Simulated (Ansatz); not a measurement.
FH4NSi, SMILES `N[SiH2]F`. Charge 0, multiplicity 1.

```
atom    x (Å)    y (Å)    z (Å)
  N1   0.1526   0.9333   0.4508
 Si2  -0.1627  -0.5224  -0.3593
  F3   0.5411  -1.8126   0.2847
  H4  -0.3113   1.1760   1.3102
  H5   1.0252   1.4234   0.3454
  H6   0.3726  -0.4146  -1.7342
  H7  -1.6175  -0.7831  -0.2976
```

(1) What are the harmonic wavenumbers in cm⁻¹ at PBE0-D4/def2-TZVP (Ansatz, finite differences of forces, unscaled)? (Estimate.)

(2) Is this a minimum?

(3) Give the ideal-gas thermochemistry at 298.15 K and 1 bar (rigid rotor, harmonic oscillator; point group Cs, symmetry number 1).

(4) And at 400, 500, 600, 800 and 1000 K?

Answers

(1) Computed: 266, 295, 381, 561, 801, 829, 899, 904, 941, 963, 1585, 2260, 2265, 3616, 3711.

(2) Yes, all 15 modes are real.

(3) Zero-point energy 121.3 kJ/mol; H(298) − E = 135.8 kJ/mol; entropy 281.7 J/(mol·K), of which translation 160.9, rotation 97.7, vibration 23.1; G(298) − E = 51.8 kJ/mol.

(4) 
| T (K) | H − E (kJ/mol) | S (J/mol/K) | G − E (kJ/mol) |
| --- | --- | --- | --- |
| 400 | 143.8 | 304.9 | 21.9 |
| 500 | 152.9 | 325.1 | -9.6 |
| 600 | 163.0 | 343.3 | -43.0 |
| 800 | 185.0 | 375.0 | -115.0 |
| 1000 | 209.1 | 401.8 | -192.7 |
